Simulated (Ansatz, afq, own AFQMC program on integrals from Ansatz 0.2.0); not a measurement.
Integrals from Ansatz 0.2.0, then the random walk in our own AFQMC program (afq).

```yaml
crystal:
  periodic: [false, false, false]
  atoms:
    - {symbol: B, position_ang: [0.000000, 0.000000, 0.000000]}
    - {symbol: H, position_ang: [0.000000, 0.000000, 1.503000]}
basis:
  gaussian: {orbitals: cc-pVTZ}
magnetization: {spin_polarized: true, initial_magnetization: 0}
correlation: {method: ccsd_t, electrons: outside_noble_gas, hamiltonian_folder: ham}
```

```sh
$ ansatz run in.yaml --threads 1 --pin off --events-out ev --progress --plain --max-ram 16896MiB --backend cuda --devices 0, --max-vram 18GiB
```

afq runs on the folder ham with

```
--method phaseless --trial cisd --walkers 4000 --populations 20 --least-time 60 --time-step 0.005 --steps-per-block 50 --equilibration-blocks 28 --max-blocks 4000 --target-error 0.00012 --factor-cut 1e-05 --start spin_pure --seed 9149 --release-times 0.24,0.51,0.99,1.62,2.4 --release-step 0.03 --release-every 3 --taylor-order 6
```

Times are imaginary, in 1/Eh. The walk had a cap of 122 s. With eight or more populations the least sampling time is a fifth of least-time, and the error comes from their spread.

Output of the walk:

```
orbitals 43  electrons 2 2  factors 251 of 251
reference energy -25.11471009 Eh
CCSD correlation -0.09742019 Eh in 14 cycles, weight of the determinant in the CISD state 0.7513
energy of the start -25.204048 Eh
 block  time / (1/Eh)  mean weight  energy / Eh
     1     0.250  1.0000  -25.207325
     2     0.500  0.9997  -25.209387
     3     0.750  1.0000  -25.210689
     4     1.000  0.9999  -25.211645
     5     1.250  0.9998  -25.212210
    12     3.000  1.0000  -25.214748
    19     4.750  0.9998  -25.214603
    25     6.250  0.9998  -25.215272
    26     6.500  1.0001  -25.214890
    33     8.250  1.0000  -25.214951
    40    10.000  0.9999  -25.214322
    47    11.750  1.0003  -25.214597
    54    13.500  1.0000  -25.214628
    61    15.250  1.0000  -25.214625
    65    16.250  1.0000  -25.214002
    68    17.000  0.9998  -25.215112
    75    18.750  1.0003  -25.214598
    78    19.500  1.0000  -25.214298
error from the spread of 20 populations
released: time / (1/Eh)  energy / Eh  error  mean overlap
  0.24  -25.214656  0.000081  1.0000
  0.51  -25.214863  0.000082  0.9980
  0.99  -25.214951  0.000057  0.9991
  1.62  -25.215020  0.000064  0.9997
  2.40  -25.215059  0.000062  0.9988
energy -25.214551 +/- 0.000080 Eh
(rows thinned)
```

The run passed its tests (sampling time, drift between the halves within three errors, error under three times the target), which doesn't prove that it has relaxed.

Against this walk (error 2.2 meV) on the same determinant: CCSD(T) 0.4 meV lower (within the noise), CCSDT(Q) 16.5 meV lower, full CI 16.8 meV lower. The error is statistical and leaves out the bias of the constraint. The determinant has ⟨S²⟩ = 0.41, so the low cluster orders mix in higher spin, while the walk starts as a pure singlet. Released to 2.40 1/Eh the energy lies 14 ± 3 meV (both errors) below the phaseless value, which shows part or all of the bias of the constraint, and full CI lies 3.0 meV below the released value. Full CI is exact here, so the walk's 17 meV above it is the walk's own error: the bias of the constraint with this trial. The determinant is a poor start (see the cautions), so the low cluster orders aren't to be relied on, and full CI is the sure value.

Cautions: constraint bias not in the error; strong correlation (T1 0.146, weight of the determinant 0.75, largest double 0.10); unrestricted determinant spin contaminated (⟨S²⟩ 0.41 against 0.00).

The walk took 36 s on 1 × NVIDIA H100 80GB HBM3 with 2 threads of AMD EPYC 7R13 Processor (Zen 3), on a shared host (the card was shared). The log's last line is the phaseless energy.

CCSDT and higher add their correlation energy to the determinant of the CCSD(T) run, since their own runs factorise the integrals more tightly (a shift of under 2 meV).
